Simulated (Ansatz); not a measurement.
**CH3Cl (chloromethane): entropy by statistical mechanics**

A singlet with charge 0, relaxed at wB97M-V/def2-TZVPD (Ansatz 0.2.0):

```xyz
5

C    -0.1240    0.0106    0.0527
Cl    1.4740   -0.2917   -0.6746
H    -0.2855   -0.7140    0.8438
H    -0.8797   -0.0967   -0.7183
H    -0.1348    1.0182    0.4549
```

Harmonic wavenumbers in cm⁻¹: 752, 1028, 1028, 1380, 1475, 1475, 3096, 3192, 3192.

Masses in u: C 12.011, Cl 35.45, H 1.008. Take T = 298.15 K, p = 1 bar, R = 8.3145 J/(mol K), kT/hc = 207.22 cm⁻¹, rigid rotor and harmonic oscillator.

Compute the standard molar entropy.


1. Translation (Sackur–Tetrode): S = R[3/2 ln M + 5/2 ln T − 1.1517] with M = 50.485 gives 157.8 J/(mol K).
2. Rotation: principal moments 3.200, 38.056, 38.056 u Å² give A, B, C = 5.2684, 0.443, 0.443 cm⁻¹; the symmetry number is σ = 3; q = (√π/σ)√((kT/hc)³/ABC) = 1733; S = R(ln q + 3/2) = 74.5.
3. Vibration: with u = ν̃/207.22, each mode gives R[u/(eᵘ − 1) − ln(1 − e⁻ᵘ)]; the sum is 1.9, most from 752 cm⁻¹ (1.0), 1028 cm⁻¹ (0.3), 1028 cm⁻¹ (0.3).
4. Electronic: R ln 1 = 0.0, from the spin multiplicity alone.
5. Sum: 157.8 + 74.5 + 1.9 + 0.0 = 234.2 J/(mol K).

The tabulated value is 234.6 J/(mol K) (CRC Handbook of Chemistry and Physics): the model is off by -0.4.
